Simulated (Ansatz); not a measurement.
## Bulk modulus of some III–V compounds, all zinc-blende

Method: LC-ωPBE (PAW; Ansatz, a quantum-chemistry and plane-wave program). References are measured values corrected to a static lattice.

Values in GPa.

```tsv
solid	reference	LC-ωPBE	error (%)
cubic BN	410 (388–410)	418	+2.0
zinc-blende GaP	89.6	108	+21
zinc-blende AlAs	75	?	?
zinc-blende BP	176 (168–176)	190	+8.0
zinc-blende InAs	58.6	76.8	+31
zinc-blende InP	72	87.8	+22
zinc-blende GaAs	76.7	93.6	+22
```

Q: Estimate the withheld LC-ωPBE value.

A: The errors of the other rows run from +2.0 % to +31 %, with a median of +21 %; carried to the reference 75.0 it gives 90.8 GPa. The run gives 89.2 GPa (+18.9 %), -1.8 % from the estimate; the row was drawn at random, and such an estimate is rough. Over these 7 solids the mean error is +17.8 %, the mean absolute error 17.8 % (median 21 %), and the worst case zinc-blende InAs at +31 %; the value is too high in 7 of 7 cases.

All these references are brought to a static lattice.

Spin–orbit coupling is left out, also for the solids with elements from indium on (zinc-blende InAs, zinc-blende InP); its size isn't shown.

Brackets give the range of the sources taken for a reference, where it is wide; it can hold other temperatures.

Differences are worked out from the printed values.

Each level is taken at its own relaxed cell. Ansatz's density-functional and Hartree–Fock values are scalar-relativistic unless marked +SOC, with PAW data made under PBE.

Not in this set, of the III–V compounds with a reference value in our tables and a result at some level: 3 for a reference at room or unstated temperature; 1 for a high-temperature or high-pressure phase; 1 for sources at odds; 1 for no value at LC-ωPBE (not run, a failed fit, an unstable or unbound cell, or a value held back for tests). These can be a level's best or worst cases. At least 2 more with a reference value are held back for tests. Solids without a released value at any level aren't counted. Layered and molecular crystals are counted apart.

References as tabulated in Mejia-Rodriguez and Trickey (2018), arXiv:1807.09216; Goldzak et al. (2022), arXiv:2208.04865.
